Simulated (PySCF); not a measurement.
Point groups of optimised structures. Computed with PBE0-D3(BJ)/def2-SVP geometry optimisation, gas phase in PySCF. The symmetry is that of the one conformer found, every atom within 0.08 Å of its image; none is proved a minimum here.

(1) What symmetry has `Cl` (HCl)?

(2) Point group, rotor type and polarity of `O=c1cc1`?

(3) Point group, rotor type and polarity of `[CH3:1][CH2:2][N:3]([SiH3:4])[GeH3:5]` with C1–C2–N3–Si4 92°?

(4) 2,4-difluoropyridine, `c1nc(cc(F)c1)F`: symmetry, top, dipole?

(5) Point group, rotor type and polarity of `[O:1]=[PH2:2][OH:3]` with O1–P2–O3–H 180°?

(6) `[H]/[N:10]=[CH:9]/[C:8]1=[CH:7][C:4]([CH2:5][CH3:6])=[CH:3][C:2]1=[CH2:1]` with C3–C4–C5–C6 1°, C7–C8–C9–N10 180°: symmetry, top, dipole?

## Answers

(1) C∞v; linear; symmetry number 1; dipole 1.38 D, along the axis.

(2) C2v; asymmetric top; symmetry number 2; 4 operations, which sort the 6 atoms into 4 sets; dipole 3.96 D, along a, the twofold axis; A, B, C = 32087, 7844, 6303 MHz.

(3) C1; asymmetric top; symmetry number 1; this conformer is chiral (no improper operation); dipole 0.87 D; A, B, C = 2699, 1727, 1157 MHz.

(4) Cs; asymmetric top; symmetry number 1; 2 operations, which sort the 11 atoms into 11 sets; dipole 1.98 D, in the ab plane, which is the mirror.

(5) Cs; asymmetric top; symmetry number 1; 2 operations, which sort the 6 atoms into 5 sets; dipole 4.84 D, in the ab plane, which is the mirror; A, B, C = 29729, 8282, 6917 MHz; heavy atoms equivalent by symmetry: none.

(6) Cs; asymmetric top; symmetry number 1; 2 operations, which sort the 21 atoms into 19 sets; dipole 1.63 D, in the ab plane, which is the mirror; A, B, C = 3329, 762.3, 625.1 MHz.
